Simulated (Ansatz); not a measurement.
# CF+ (triplet): the correlation ladder at distance C1–F2 = 2.246 Å, 6-31G

One table from this session's results is given with a row withheld; the runs are named, their logs left out.

Program: Ansatz 0.2.0, Gaussian basis. Level of theory: 6-31G, core rule «outside noble gas», up to 2 orbitals frozen. These are calculated values, not measurements.

The runs, in order: UHF; CCSD(T) on ROHF; CCSD(T) on UHF; BCCD(T) on ROHF; CISD as a restricted active space (open shells left free, so some higher excitations enter); CCSDT(Q) on ROHF; CCSDT(Q) on UHF; CISDTQ; CCSDTQ on ROHF; CCSDTQ on UHF; CASSCF and MRCISD+Q, 4 electrons in 4 orbitals; CASSCF and NEVPT2, 4 electrons in 4 orbitals; CASSCF and MRCISD+Q, 10 electrons in 8 orbitals; CASSCF and NEVPT2, 10 electrons in 8 orbitals; Full CI.

19 further runs of the same task are left out: 17 that didn't finish, 2 set aside as unsound or not needed. Runs told in other sessions of the task aren't counted.

**The geometry**

The geometry derives from a PBE0/def2-TZVP stationary point (not a proven minimum). One bond is set to the value named and the two fragments are kept rigid.

2 atoms, charge 1, spin multiplicity 3.

Atoms are counted from 1 here; the program's logs count them from 0.

No contacts short enough for the rule that draws bonds.

Set-up of the first run:

Contents of in.yaml:

```yaml
crystal:
  periodic: [false, false, false]
  atoms:
    - {symbol: C, position_ang: [0.000000, 0.000000, 0.000000]}
    - {symbol: F, position_ang: [0.000000, 0.000000, 2.246000]}
basis:
  gaussian: {orbitals: 6-31G}
total_charge: 1
magnetization: {spin_polarized: true, initial_magnetization: 2}
hamiltonian: {xc: hf}
output: {orbitals: {seedname: orbitals}}
```

The run is started by

```bash
$ ansatz run in.yaml --threads 1 --pin off --events-out ev --progress --plain --max-ram 2393MiB
```

Steps of the session up to this table: UHF; CCSD(T) on ROHF; CCSD(T) on UHF; BCCD(T) on ROHF; CISD as a restricted active space (open shells left free, so some higher excitations enter); CCSDT(Q) on ROHF; CCSDT(Q) on UHF; CISDTQ; CCSDTQ on ROHF; CCSDTQ on UHF; CASSCF and MRCISD+Q, 4 electrons in 4 orbitals; CASSCF and NEVPT2, 4 electrons in 4 orbitals; CASSCF and MRCISD+Q, 10 electrons in 8 orbitals; CASSCF and NEVPT2, 10 electrons in 8 orbitals; Full CI.

One of the session's tables, all rows but one given; the rest of the session is left out.

| method | from FCI (kcal/mol) |
| --- | --- |
| ROHF | +88.73 |
| UHF | +87.93 |
| RMP2 | +19.28 |
| UMP2 | +19.03 |
| CISD | +5.72 |
| RCCSD | +1.72 |
| UCCSD | +1.71 |
| RCCSD(T) | +0.82 |
| UCCSD(T) | +0.81 |
| BCCD(T) | +0.80 |
| RCCSDT | +0.37 |
| UCCSDT | +0.36 |
| CISDTQ | +0.59 |
| RCCSDT(Q) | +0.23 |
| UCCSDT(Q) | ? |
| RCCSDTQ | +0.02 |
| UCCSDTQ | +0.01 |
| FCI | 0 |

**Question.** Estimate the row for UCCSDT(Q).

**Answer.** from FCI (kcal/mol): +0.20. In the column «from FCI (kcal/mol)» it lies between RCCSDTQ (+0.02) and RCCSDT(Q) (+0.23).

Left out of the table: CASSCF pair, NEVPT2 pair, MRCISD pair, MRCISD+Q pair, CASSCF valence, NEVPT2 valence, MRCISD valence, MRCISD+Q valence (the active space lost an orbital or holds another state than full CI finds).

Limits of these values: The program flags RCCSDTQ, UCCSDTQ as in doubt, so read those rows with care; the flags are other amplitudes. Levels on UHF freeze UHF's core orbitals, full CI those of ROHF, so the U rows can settle a little off it for that reason alone. Restricted and unrestricted rows rest on different reference determinants; a gap between their highest levels can come from leftover correlation error, from unlike frozen cores or from another state.
